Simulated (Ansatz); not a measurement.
fcc Ca was calculated with PBEsol (Ansatz, a quantum-chemistry and plane-wave program, PAW).

A relaxed, unreconstructed slab of the (100) face has 6 atoms, two equal faces of 14.885 Å² each and an energy of -10761.4594 eV. A bulk cell of 2 atoms with the same orientation and in-plane k mesh has -3587.4672 eV. Energies are extrapolated to zero smearing.

Numerical settings: plane-wave cutoff 500 eV, 14×14×1 k mesh (along the axes of the cell as run), Fermi–Dirac smearing 0.1 eV, scalar-relativistic PAW data made under PBE.

Worked out: γ = (E_slab − N E_bulk per atom)/2A = [-10761.4594 − 6 × (-3587.4672/2)]/(2 × 14.885) = 0.0316 eV/Å². With 16.022 J/m² per eV/Å² this is 0.51 J/m², or 0.47 eV per surface cell and face.

Note: the run warned of electron density left in the vacuum.
